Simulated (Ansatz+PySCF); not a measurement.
The numbers below are computed, except where a source is named.
Input for Ansatz (development build ahead of 0.2.0):

```yaml
crystal:
  periodic: [false, false, false]
  atoms:
    - { symbol: C, position_ang: [0.0, 0.0, -0.64669] }
    - { symbol: C, position_ang: [0.0, 0.0, 0.64669] }
    - { symbol: H, position_ang: [0.0, 0.0, 1.72633] }
    - { symbol: H, position_ang: [0.0, 0.0, -1.72633] }
basis:
  gaussian: { orbitals: cc-pVTZ }
total_charge: 1
magnetization:
  initial_magnetization: 1
hamiltonian:
  xc: hf
correlation:
  method: mp2
  frozen_orbitals: { C: 1, H: 0 }
output:
  forces: true
```

The input is written out in the form of the current development build from the run's settings. Correlation on restricted open-shell orbitals is semicanonical, with singles.

Results

* Converged: yes
* Reference energy: -76.47983 hartree
* Correlation energy: -0.25613 hartree
* Total energy: -76.73596 hartree
* Spin squared of the determinant: 0.750
* Stability test: minimum among restricted orbitals
* Occupied orbitals by symmetry in an Abelian subgroup (alpha; beta): 3 Ag 2 B1u 1 B2u 1 B3u; 3 Ag 2 B1u 1 B3u

Forces (eV/Å):
| atom | Fx | Fy | Fz |
| --- | --- | --- | --- |
| C1 | 0.000 | 0.000 | 3.007 |
| C2 | 0.000 | 0.000 | -3.007 |
| H3 | 0.000 | 0.000 | -0.052 |
| H4 | 0.000 | 0.000 | 0.052 |

Caution: forces differ strongly between restricted and unrestricted references; MP2 on this radical cation hangs on the determinant chosen.
